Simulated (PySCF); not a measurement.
# AlOOH: stationary points from several starts

Aim: find the stationary points of AlOOH from linear and bent starts in the singlet state, tell minima from saddle points, and describe the lowest.

Program: PySCF 2.14.0. Level of theory: PBE0, basis Al def2-TZVP, O def2-TZVP, H def2-TZVP, no relativity, density fitting. These are calculated values, not measurements.

### Step 1. The starting structure

4 atoms, charge 0, spin multiplicity 1.

Bond lengths: Al1–O2 1.700 Å, Al1–O3 1.890 Å, O3–H4 0.960 Å. Angles: O2–Al1–O3 180.0°, Al1–O3–H4 130.0°.

Coordinates in bohr (charge 0 multiplicity 1):
```
Al   -0.0234    0.0000    0.1754
O    -0.0234    0.0000    3.3879
O    -0.0234    0.0000   -3.3962
H     1.3664    0.0000   -4.5624
```

### Step 2. Linear start, singlet: relaxation

One driver script runs all steps and calls PySCF; scf.py shows how it sets up the SCF of each step. The optimiser is the driver's own. Before each start the driver seeks the lowest SCF state from one or more starting densities and follows internal instabilities, so scf.py alone need not reach the same state.

The program finds Cs symmetry in the start, which this walk keeps.

scf.py

```python
from pyscf import gto, scf, dft
mol = gto.M(atom='''
Al    -0.012357     0.000000     0.092795
O     -0.012357     0.000000     1.792795
O     -0.012357     0.000000    -1.797205
H      0.723043     0.000000    -2.414305''',
    basis={'Al': 'def2-TZVP', 'O': 'def2-TZVP', 'H': 'def2-TZVP'},
    charge=0, spin=0)
mf = dft.RKS(mol, xc='PBE0')
mf.grids.atom_grid = (50, 194)
aux = {'Al': 'def2-universal-JKFIT', 'O': 'def2-universal-JKFIT', 'H': 'def2-universal-JKFIT'}
mf = mf.density_fit(auxbasis=aux)
mf.kernel()
```

Steps of the walk:

```
step  energy (Eh)  change (kJ/mol)  largest symmetric gradient (Eh/bohr)
   0  -393.284719             0.00                               0.06897
   1  -393.309584           -65.28                               0.03484
   2  -393.310759           -68.37                               0.02905
   3  -393.311934           -71.45                               0.00557
   4  -393.311974           -71.56                               0.00076
   5  -393.311979           -71.57                               0.00049
   6  -393.311984           -71.59                               0.00069
   7  -393.311987           -71.59                               0.00038
   8  -393.311987           -71.59                               0.00007
```

The walk ran for 34 s (2 threads, shared host).

It settles in Cs symmetry, 71.6 kJ/mol below the start, after 8 steps: Al–O 1.595 Å, Al–O 1.666 Å, O–H 0.954 Å; Al–O–H 132.2°, O–Al–O 177.5°.

### Step 3. Vibrations and properties at this point

The point is checked on the finer grid, and tightened if its gradient asks for it. The Hessian and the dipole derivatives come from central differences of analytic gradients, with steps of 0.01 bohr.

Edit scf.py of step 2 so:

```diff
@@ -3,4 +3,4 @@
-Al    -0.012357     0.000000     0.092795
-O     -0.012357     0.000000     1.792795
-O     -0.012357     0.000000    -1.797205
-H      0.723043     0.000000    -2.414305''',
+Al     0.007872     0.000000     0.058018
+O     -0.031138     0.000000     1.652862
+O     -0.024066     0.000000    -1.608137
+H      0.670462     0.000000    -2.261894''',
@@ -10 +10 @@
-mf.grids.atom_grid = (50, 194)
+mf.grids.atom_grid = (75, 302)
```

The driver hands on the density of the step before, so the log starts near convergence.

SCF at the final geometry:

```text
init E= -393.311981388787
  HOMO = -0.275842263972836  LUMO = -0.0839824418915001  gap/eV = 5.22077
cycle= 1 E= -393.311981388535  delta_E= 2.52e-10  |g|= 4.78e-05  |ddm|= 3.2e-05
  HOMO = -0.275847589032356  LUMO = -0.0839848760856796  gap/eV = 5.22085
cycle= 2 E= -393.311981387726  delta_E= 8.08e-10  |g|= 8.32e-05  |ddm|= 5.6e-05
  HOMO = -0.275842632415742  LUMO = -0.0839832212901896  gap/eV = 5.22076
cycle= 3 E= -393.311981388895  delta_E= -1.17e-09  |g|= 1.2e-05  |ddm|= 3.84e-05
  HOMO = -0.275843789606965  LUMO = -0.0839833046887435  gap/eV = 5.22079
cycle= 4 E= -393.311981388926  delta_E= -3.02e-11  |g|= 6.02e-08  |ddm|= 6.03e-06
  HOMO = -0.275843791937629  LUMO = -0.0839833079419847  gap/eV = 5.22079
Extra cycle  E= -393.311981388924  delta_E= 1.08e-12  |g|= 2.54e-08  |ddm|= 1.45e-07
converged SCF energy = -393.311981388924
```

The whole step took 1.8 min.

Geometry: Cs; Al–O 1.595 Å, Al–O 1.666 Å, O–H 0.954 Å; Al–O–H 132.2°, O–Al–O 177.5°.

Harmonic modes (main isotopes):

```csv
symmetry,ω (cm⁻¹),IR (km/mol)
a',207,61.2
a'',216,67.5
a',474,168
a',783,6.8
a',1190,108
a',3991,162
```

No imaginary mode, so this is a minimum.

Properties at this point:

```yaml
Dipole_moment: 5.30 D
Highest_occupied_level: -7.51 eV
Lowest_empty_level: -2.29 eV
Rotational_constants: 37.75, 0.1866, 0.1857 cm⁻¹
Zero-point_energy: 41.0 kJ/mol
Principal_polarisabilities: 28.3, 29.0, 38.4 bohr³
Atomisation_energy_without_zero-point_energy: 1378 kJ/mol
Principal_traceless_quadrupole_moments_about_the_centre_of_mass: -10.38, 3.55, 6.83 D Å
Entropy_at_298.15_K_and_1_bar: 263.7 J/(mol K)
Heat_capacity_Cp_at_298.15_K: 57.7 J/(mol K)
Enthalpy_at_298.15_K_above_0_K: 13.67 kJ/mol
Rotational_symmetry_number: 1
```

Charges (e) and bond orders:

| atom | Mulliken | Löwdin | polar tensor | Mayer order to Al1 |
| --- | --- | --- | --- | --- |
| Al1 | 0.68 | 0.18 | 1.22 | – |
| O2 | -0.50 | -0.27 | -0.75 | 2.22 |
| O3 | -0.51 | -0.10 | -0.81 | 1.24 |
| H4 | 0.34 | 0.19 | 0.33 | 0.03 |

Mulliken populations on Al1: s 4.71, p 7.07, d 0.44, f 0.10.

### Step 4. Relaxing the singlet from the bent start

The program finds C1 symmetry in the start.

Edit scf.py of step 3 so:

```diff
@@ -3,4 +3,4 @@
-Al     0.007872     0.000000     0.058018
-O     -0.031138     0.000000     1.652862
-O     -0.024066     0.000000    -1.608137
-H      0.670462     0.000000    -2.261894''',
+Al     0.076003    -0.012357    -0.573298
+O      1.468603    -0.012357     0.401802
+O     -1.472197    -0.012357     0.510802
+H     -1.977697     0.723043     0.864702''',
@@ -10 +10 @@
-mf.grids.atom_grid = (75, 302)
+mf.grids.atom_grid = (50, 194)
```

Energy and gradient, step by step:

```
step  energy (Eh)  change (kJ/mol)  largest gradient (Eh/bohr)
   0  -393.240125             0.00                     0.10338
   1  -393.279219          -102.64                     0.05930
   2  -393.299593          -156.13                     0.04542
   3  -393.305465          -171.55                     0.02302
   4  -393.305877          -172.63                     0.06073
   5  -393.307372          -176.56                     0.05881
   6  -393.310595          -185.02                     0.02083
   7  -393.311783          -188.14                     0.00496
   8  -393.311927          -188.51                     0.00230
   9  -393.311965          -188.61                     0.00194
  10  -393.311990          -188.68                     0.00057
  11  -393.311993          -188.69                     0.00039
  12  -393.311994          -188.69                     0.00030
  13  -393.311994          -188.69                     0.00010
```

The walk took 61 s.

End point (Cs, 13 steps, 188.7 kJ/mol gained): Al–O 1.595 Å, Al–O 1.666 Å, O–H 0.954 Å; Al–O–H 132.3°, O–Al–O 177.2°.

### Step 5. Outcome

```
                                 quantity                                                                  value
                           lowest minimum                                                            singlet, Cs
                                 geometry  Al–O 1.595 Å, Al–O 1.666 Å, O–H 0.954 Å; Al–O–H 132.2°, O–Al–O 177.5°
                       wavenumbers (cm⁻¹)          207 (a'), 216 (a''), 474 (a'), 783 (a'), 1190 (a'), 3991 (a')
                            dipole moment                                                                 5.30 D
     highest occupied, lowest empty level                                                        -7.51, -2.29 eV
               polar-tensor charge of Al1                                                                +1.22 e
                        zero-point energy                                                            41.0 kJ/mol
                      entropy at 298.15 K                                                        263.7 J/(mol K)
atomisation energy (no zero-point energy)                                                            1378 kJ/mol
```

The lowest minimum found is the singlet of Cs symmetry. The strongest infrared band lies at 474 cm⁻¹ (a'). With 5.3 D the molecule is strongly polar. A search over typed starts can miss a lower isomer.

The search up to here took 3.5 min.
